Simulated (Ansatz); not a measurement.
Input file:

```yaml
crystal:
  periodic: [false, false, false]
  atoms:
    - {symbol: H, position_ang: [-1.962126, 0.000000, 0.000000]}
    - {symbol: H, position_ang: [-1.175126, 0.000000, 0.000000]}
    - {symbol: C, position_ang: [0.165874, 0.000000, 0.000000]}
    - {symbol: H, position_ang: [0.580342, 0.000000, 0.996161]}
    - {symbol: H, position_ang: [0.580342, 0.000000, -0.996161]}
basis:
  gaussian: {orbitals: 6-31G}
magnetization: {spin_polarized: false, initial_magnetization: 2}
correlation: {method: fic_mrcisd_q_relaxed, electrons: valence, active_space: {window: {electrons: 6, orbitals: 8}}}
```

```sh
$ ansatz run in.yaml --threads 1 --pin off --events-out ev --progress --plain --max-ram 2393MiB
```

Output:

```
255 factors; integrals over basis functions are off by at most 8.4e-4 eV
mean field evaluation 1: about -1087.6847 eV, gradient 1.0e1 eV
mean field evaluation 2: about -1087.6832 eV, gradient 1.0e1 eV
mean field evaluation 4: about -1088.2133 eV, gradient 9.8e-1 eV
mean field evaluation 8: about -1088.2240 eV, gradient 6.6e-3 eV
mean field -1088.22400072 eV, -39.9914944017 hartree, gradient 9.5e-6 eV, S^2 2.000000; 0 other end points of the search recorded, 0 dependent functions left out
reference -1088.22400072 eV, -39.9914944017 hartree; 6, 4 occupied and 11, 13 virtual orbitals, 255 factors
state -1089.78721578 eV, -40.0489414956 hartree
contracted CI cycle   1: correlation 0.00000000 eV, 0.0000000000 hartree, residual 9.20e0 eV
contracted CI cycle   2: correlation -1.37989605 eV, -0.0507102445 hartree, residual 1.90e0 eV
contracted CI cycle   3: correlation -1.44073642 eV, -0.0529460869 hartree, residual 6.37e-1 eV
contracted CI cycle   4: correlation -1.44781181 eV, -0.0532061028 hartree, residual 2.43e-1 eV
contracted CI cycle   5: correlation -1.44885234 eV, -0.0532443416 hartree, residual 9.40e-2 eV
contracted CI cycle   6: correlation -1.44899751 eV, -0.0532496762 hartree, residual 3.73e-2 eV
contracted CI cycle   7: correlation -1.44902298 eV, -0.0532506125 hartree, residual 1.49e-2 eV
contracted CI cycle   8: correlation -1.44902722 eV, -0.0532507680 hartree, residual 5.92e-3 eV
contracted CI cycle   9: correlation -1.44902796 eV, -0.0532507952 hartree, residual 2.67e-3 eV
contracted CI cycle  10: correlation -1.44902809 eV, -0.0532508001 hartree, residual 1.12e-3 eV
state -1089.78721578 eV, -40.0489414956 hartree; corrected -1091.27788186 eV, -40.1037224637 hartree
state -1089.77112947 eV, -40.0483503346 hartree
contracted CI cycle   1: correlation 0.00000000 eV, 0.0000000000 hartree, residual 9.31e0 eV
contracted CI cycle   2: correlation -1.38543409 eV, -0.0509137639 hartree, residual 2.01e0 eV
contracted CI cycle   3: correlation -1.45356154 eV, -0.0534174013 hartree, residual 7.15e-1 eV
contracted CI cycle   4: correlation -1.46237146 eV, -0.0537411599 hartree, residual 2.83e-1 eV
contracted CI cycle   5: correlation -1.46381030 eV, -0.0537940363 hartree, residual 1.03e-1 eV
contracted CI cycle   6: correlation -1.46399415 eV, -0.0538007928 hartree, residual 3.73e-2 eV
contracted CI cycle   7: correlation -1.46402065 eV, -0.0538017664 hartree, residual 1.51e-2 eV
contracted CI cycle   8: correlation -1.46402505 eV, -0.0538019282 hartree, residual 6.35e-3 eV
contracted CI cycle   9: correlation -1.46402589 eV, -0.0538019592 hartree, residual 3.05e-3 eV
contracted CI cycle  10: correlation -1.46402604 eV, -0.0538019648 hartree, residual 1.29e-3 eV
state -1089.77112947 eV, -40.0483503346 hartree; corrected -1091.27729900 eV, -40.1037010439 hartree
state -1089.78721578 eV, -40.0489414956 hartree; corrected -1091.27788186 eV, -40.1037224637 hartree
the orbitals are reached from a further start. From the first start the search ends at -1089.77112085 eV, -40.0483500180 hartree
Total energy: -1091.27788186 eV, -40.1037224637 hartree
```

Ran on 1 thread of Arm Neoverse V1, shared host: 13 s wall, 0.19 GiB peak host memory.
